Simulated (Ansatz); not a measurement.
Reaction (SMILES): C=CCO + 4 [H][H] (H2) -> 3 C (CH4) + O (H2O)

Property: energy of full hydrogenation (enthalpy at 298 K), in kcal/mol. Terms: spin-orbit terms left out; no dispersion term unless named; 6-31G* and kin with 6d, 5d where marked; non-relativistic; LANL2DZ all-electron up to Ne; 6-311+G** with 5d; frozen cores in correlated levels. Basis-set limits of correlation are two-point, X^-3; Hartree-Fock from the larger set. The bracket is a focal-point correction in the basis named. Ab initio and DFT rows: single points at B3LYP-D3(BJ) geometries (Ansatz, a first-principles code), with unscaled harmonic terms from B3LYP/6-31G* (Ansatz) at its own minima.

Measured values: Active Thermochemical Tables 1.112 (ions: stationary electron), as tabulated in the package chemicals; CRC Handbook, as tabulated in the package chemicals; they hold spin-orbit and core effects, anharmonicity and other conformers. 

Value to compare with, the measured value: -81.5 kcal/mol.

```json
[
 {"level": "B3LYP/STO-3G", "program": "Ansatz", "energy of full hydrogenation (enthalpy at 298 K) (kcal/mol)": "-80.6", "error": "0.9"},
 {"level": "B3LYP/3-21G", "program": "Ansatz", "energy of full hydrogenation (enthalpy at 298 K) (kcal/mol)": "-76.1", "error": "5.4"},
 {"level": "B3LYP/LANL2DZ", "program": "Ansatz", "energy of full hydrogenation (enthalpy at 298 K) (kcal/mol)": "-87.6", "error": "-6.1"},
 {"level": "B3LYP/6-31G", "program": "Ansatz", "energy of full hydrogenation (enthalpy at 298 K) (kcal/mol)": "-81.6", "error": "-0.1"},
 {"level": "B3LYP/6-31G*", "program": "Ansatz", "energy of full hydrogenation (enthalpy at 298 K) (kcal/mol)": "-78.0", "error": "3.5"},
 {"level": "B3LYP/6-31+G*", "program": "Ansatz", "energy of full hydrogenation (enthalpy at 298 K) (kcal/mol)": "-81.8", "error": "-0.3"},
 {"level": "B3LYP/6-31G**", "program": "Ansatz", "energy of full hydrogenation (enthalpy at 298 K) (kcal/mol)": "-79.7", "error": "1.8"},
 {"level": "B3LYP/def2-SVP", "program": "Ansatz", "energy of full hydrogenation (enthalpy at 298 K) (kcal/mol)": "-79.1", "error": "2.4"},
 {"level": "B3LYP/cc-pVDZ", "program": "Ansatz", "energy of full hydrogenation (enthalpy at 298 K) (kcal/mol)": "-77.4", "error": "4.1"},
 {"level": "B3LYP/6-311+G**", "program": "Ansatz", "energy of full hydrogenation (enthalpy at 298 K) (kcal/mol)": "-82.9", "error": "-1.4"},
 {"level": "B3LYP/def2-TZVPD", "program": "Ansatz", "energy of full hydrogenation (enthalpy at 298 K) (kcal/mol)": "-81.5", "error": "0.0"},
 {"level": "RI-MP2/CBS(aug-cc-pVTZ,aug-cc-pVQZ)+[CCSD(T)-MP2]/aug-cc-pVTZ", "program": "Ansatz", "energy of full hydrogenation (enthalpy at 298 K) (kcal/mol)": "-80.4", "error": "1.1"}
]
```

Among the 10 habitual levels, B3LYP/LANL2DZ lies farthest from the measured value (-6.1 kcal/mol); 6 of 10 lie above it, and their mean absolute error is 2.6 kcal/mol, the median 2.1. One case shows no general order.

The sets are all those run for this method; left out are runs that failed, that the program found above a lower state of the same kind, or whose <S^2> lies over 0.5 above the pure value.
